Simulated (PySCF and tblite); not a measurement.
Values are calculated unless marked as measured or tabulated.
System: C₄H₇NS, numbered as in [CH3:1][NH:2]/[CH:3]=[CH:4]\[CH:5]=[S:6].

For the rotation about the C3–N2 bond (torsion C4–C3–N2–C1 from 180° to 347°, rising): electronic barrier 28.80 kcal/mol, zero-point change -0.57 kcal/mol, thermal and entropy terms at 298.15 K a further 0.28 kcal/mol (symmetry numbers apart). The minimum is Cs, the saddle C1. The path came from a restrained scan, a climbing-image band and a saddle search at GFN2-xTB; energies are PBE0/pcSseg-1 + D3(BJ)//GFN2-xTB, thermal terms GFN2-xTB. Rate constants are transition-state-theory values, counting equivalent paths, without tunnelling. Run with tblite and PySCF.

How many equivalent paths lead out of the minimum?

2: the symmetry number of the minimum is 1, that of the saddle displaced along its mode 1, and the displaced saddle is chiral while the minimum is not, which doubles the count.

Work out the rate at 298.15 K.

ΔG‡ = 28.51 kcal/mol; k_B T/h = 6.2×10¹² s⁻¹; exp(−ΔG‡/RT) = 1.3×10⁻²¹; times 2 gives k = 1.6×10⁻⁸ s⁻¹. Wigner's tunnelling factor for the 403i cm⁻¹ mode would be 1.16.
